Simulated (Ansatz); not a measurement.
Energy needed to pull apart Si2NH3, singlet, into free ground-state atoms, from the structure below (displaced at random from a GFN2-xTB minimum); no zero-point or spin–orbit terms; open-shell atoms are treated unrestricted, in their ground-state multiplicity.

| atom | x (Å) | y (Å) | z (Å) |
| --- | --- | --- | --- |
| N1 | 1.3274 | -2.4621 | 1.2952 |
| Si2 | 0.6441 | -1.2493 | 0.8449 |
| Si3 | -0.3688 | 0.4826 | -0.3574 |
| H4 | -1.5117 | 0.3091 | -1.1102 |
| H5 | 0.5565 | 1.1782 | -1.3941 |
| H6 | -0.5731 | 1.6551 | 0.6581 |

Computed with Ansatz 0.2.0 (basis: def2-TZVPP); correlated methods freeze the cores.

```csv
method,atomization energy (kJ/mol)
PBE-D4,1592
r2SCAN-D4,1547
PBE0-D4,1517
r2SCANh-D4,1520
r2SCAN0-D4,1481
wB97M-V,?
HF,865
MP2,1520
CCSD,?
CCSD(T),1490
```

(1) What does wB97M-V give? (To be estimated.)

(2) What does CCSD give? (To be estimated.)

The T1 diagnostic stays at or below 0.028. The T1 diagnostic is large here, which may signal multireference character or strong orbital relaxation, so CCSD(T) is less sure. The restricted Hartree–Fock reference is unstable towards an unrestricted one here.

Answers

(1) The calculation gives: 1540 kJ/mol, which is about 49 kJ/mol more than CCSD(T)/def2-TZVPP.

(2) The calculation gives: 1432 kJ/mol, which is about 58 kJ/mol less than CCSD(T)/def2-TZVPP.

In triple zeta the MP2 and coupled-cluster atomization energies are still short of their basis limit by a few kcal/mol a bond, whereas those of the functionals are nearly converged, so these differences are not deviations from converged CCSD(T).

For scale, one of the runs: CCSD(T)/def2-TZVPP forces, 157 basis functions (an equivalent command: `ansatz run in.yaml --threads 4`). The run took 32 s on 4 CPU threads (shared host), with 1.9 GiB of host memory at its peak.
